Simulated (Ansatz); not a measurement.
in.yaml

```yaml
crystal:
  periodic: [false, false, false]
  atoms:
    - {symbol: C, position_ang: [-0.003327, -0.103004, 0.004665]}
    - {symbol: H, position_ang: [-0.004160, 0.584047, -0.868581]}
    - {symbol: H, position_ang: [0.043804, 0.643357, 0.812992]}
basis:
  gaussian: {orbitals: cc-pVTZ}
magnetization: {spin_polarized: false}
correlation: {method: ccsd_t, electrons: outside_noble_gas}
output: {forces: true}
```

```sh
$ ansatz run in.yaml --threads 1 --pin off --events-out ev --progress --plain --max-ram 2393MiB
```

The program prints:

```
324 factors; integrals over basis functions are off by at most 9.0e-4 eV
mean field evaluation 1: about -1057.9574 eV, gradient 9.5e0 eV
mean field evaluation 2: about -1057.9566 eV, gradient 9.5e0 eV
mean field evaluation 4: about -1058.3003 eV, gradient 6.1e-1 eV
mean field evaluation 8: about -1058.3035 eV, gradient 4.7e-4 eV
mean field evaluation 16: about -1058.3035 eV, gradient 1.3e-6 eV
mean field -1058.30348833 eV, -38.8919358521 hartree, gradient 1.3e-6 eV, S^2 0.000000; 0 other end points of the search recorded, 0 dependent functions left out; unrestricted orbitals would lower it
1 core orbitals not correlated: weight in the atoms' cores, before any rotation towards them, 1.000 or more for the frozen orbitals, at most 0.000 for the correlated occupied ones
reference -1058.30348833 eV, -38.8919358521 hartree; 3, 3 occupied and 54, 54 virtual orbitals, 324 factors
second order -3.77858859 eV of doubles, -0.00000000 eV of singles
cycle   1  -4.23982928 eV  change   -4.6e-1 eV  update   5.0e-2
cycle   2  -4.43998057 eV  change   -2.0e-1 eV  update   2.4e-2
cycle   3  -4.46677139 eV  change   -2.7e-2 eV  update   1.2e-2
cycle   4  -4.47226739 eV  change   -5.5e-3 eV  update   5.4e-3
cycle   5  -4.47352133 eV  change   -1.3e-3 eV  update   2.0e-3
cycle   6  -4.47411351 eV  change   -5.9e-4 eV  update   7.2e-4
cycle   7  -4.47416896 eV  change   -5.5e-5 eV  update   2.0e-4
cycle   8  -4.47413778 eV  change    3.1e-5 eV  update   6.0e-5
cycle   9  -4.47413636 eV  change    1.4e-6 eV  update   1.7e-5
cycle  10  -4.47414258 eV  change   -6.2e-6 eV  update   4.4e-6
cycle  11  -4.47414198 eV  change    6.0e-7 eV  update   1.1e-6
perturbative correction -0.13072368 eV, -0.0048040066 hartree
the calculation of the forces begins
Total energy: -1062.90835399 eV, -39.0611615439 hartree
Atom 0 at    -0.003327    -0.103004     0.004665 Å, force    -0.005780     0.017448    -0.232794 eV/Å
Atom 1 at    -0.004160     0.584047    -0.868581 Å, force    -0.007957    -0.116918    -0.147626 eV/Å
Atom 2 at     0.043804     0.643357     0.812992 Å, force     0.013737     0.099471     0.380420 eV/Å
Dipole moment:     0.011810     0.362187    -0.012316 e Å
```

Forces (eV/Å):
```
C   -0.006  0.017 -0.233
H   -0.008 -0.117 -0.148
H    0.014  0.099  0.380
```

Ran on 1 thread of Intel Xeon Platinum 8375C, shared host: 1.1 s wall, 0.15 GiB peak host memory.
